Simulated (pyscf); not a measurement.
HO–InH₂ + H₂ → InH₃ + H₂O (four-centre exchange; singlet surface; In–O, H–H broken, H–In, H–O formed). Structures and frequencies: ωB97X-D3(BJ)/def2-SVP in PySCF. Energies in kcal/mol from the separated reactants.

```json
[
 {"level": "PBE/def2-TZVP", "barrier": "[?]", "reaction energy": "+7.0"},
 {"level": "r²SCAN/def2-TZVP", "barrier": "14.7", "reaction energy": "+7.6"},
 {"level": "B3LYP-D3(BJ)/def2-TZVP", "barrier": "17.3", "reaction energy": "+6.6"},
 {"level": "PBE0-D3(BJ)/def2-TZVP", "barrier": "[?]", "reaction energy": "[?]"},
 {"level": "M06-2X/def2-TZVP", "barrier": "17.6", "reaction energy": "+9.0"},
 {"level": "HF/def2-TZVP", "barrier": "27.0", "reaction energy": "+0.9"}
]
```

Question: Fill in the missing entries.

Answer: 
- PBE/def2-TZVP, barrier: 14.3
- PBE0-D3(BJ)/def2-TZVP, barrier: 14.6
- PBE0-D3(BJ)/def2-TZVP, reaction energy: +4.4

The functionals in the table span 3.4 kcal/mol in this barrier, from PBE to M06-2X. On the product side the descent ends in an adduct with a In–O contact, 14.2 kcal/mol under the separated species and 25.1 kcal/mol under the saddle at ωB97X-D3(BJ)/def2-TZVP. What is counted as broken (In–O) persists as a longer contact in the product adduct; parting that adduct is a step of its own. At the saddle there is also a short H–In contact that neither side keeps. This is the saddle that the search found; another between the same sides may lie lower. Elements past Kr carry the def2 core potentials, without spin-orbit coupling.
